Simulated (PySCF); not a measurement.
Molecule: `InChI=1S/C2H2F2/c3-1-2-4/h1-2H/b2-1-`.

Molfile (atoms numbered from 1):
```
C2H2F2
     RDKit          3D

  6  5  0  0  0  0  0  0  0  0999 V2000
   -1.6093   -0.6607    0.0008 F   0  0  0  0  0  0  0  0  0  0  0  0
   -0.6273    0.2282   -0.0004 C   0  0  0  0  0  0  0  0  0  0  0  0
    0.6583   -0.1105   -0.0000 C   0  0  0  0  0  0  0  0  0  0  0  0
    1.0753   -1.3680    0.0019 F   0  0  0  0  0  0  0  0  0  0  0  0
   -0.9498    1.2719   -0.0014 H   0  0  0  0  0  0  0  0  0  0  0  0
    1.4527    0.6392   -0.0009 H   0  0  0  0  0  0  0  0  0  0  0  0
  1  2  1  0
  2  3  2  0
  3  4  1  0
  2  5  1  0
  3  6  1  0
M  END
```

Geometry PBE0-D3(BJ)/def2-SVP throughout; GIAO in PySCF 2.14.0 with density-fitted response routines, gas phase, one conformer, non-relativistic; equivalent atoms averaged; basis pcSseg-2.

Q: How do the absolute shieldings σ depend on the functional? (ppm; last column core-seconds on shared hosts with different chips, so compare them loosely; the GGAs took longer than the global hybrids here, which isn't the general rule, and the cause wasn't traced)

A: 
| functional | kind | F1/F4 | C2/C3 | H5/H6 | core-s |
| --- | --- | --- | --- | --- | --- |
| HF | Hartree–Fock | 383.1 | 49.5 | 25.48 | 3.3 |
| LDA | LDA | 320.5 | 27.9 | 24.35 | 8.8 |
| PBE | GGA | 318.7 | 32.1 | 24.81 | 11 |
| BLYP | GGA | 318.9 | 27.0 | 24.99 | 11 |
| BP86 | GGA | 320.0 | 32.4 | 24.88 | 9.9 |
| OPBE | GGA | 320.8 | 42.6 | 24.88 | 11 |
| KT2 | GGA | 324.5 | 42.1 | 24.86 | 11 |
| KT3 | GGA | 323.8 | 42.7 | 25.05 | 11 |
| B97-D | GGA | 324.3 | 35.8 | 25.07 | 11 |
| B3LYP | global hybrid | 334.8 | 30.9 | 25.06 | 7 |
| PBE0 | global hybrid | 337.9 | 36.8 | 24.94 | 7.1 |
| mPW1PW91 | global hybrid | 337.9 | 36.1 | 25.00 | 7 |
| WP04 | global hybrid | 331.2 | 23.5 | 25.42 | 7.2 |
| B97-2 | global hybrid | 337.6 | 38.8 | 25.08 | 6.6 |
| BHandHLYP | global hybrid | 355.6 | 37.0 | 25.17 | 6.3 |
| CAM-B3LYP | range-separated hybrid | 345.3 | 31.9 | 24.96 | 8.8 |
| wB97X-D | range-separated hybrid | 342.8 | 36.2 | 25.06 | 8.4 |
| LC-wPBE | range-separated hybrid | 350.5 | 35.7 | 24.96 | 12 |

Q: Which nucleus moves most, in ppm?

A: F1/F4 (vinylic fluorine): from 318.7 ppm with PBE to 383.1 ppm with HF. The smallest spread is 1.13 ppm, at H5/H6. Proton shifts span only some 12 ppm, so a few tenths of a ppm matter as much there as several ppm in carbon.
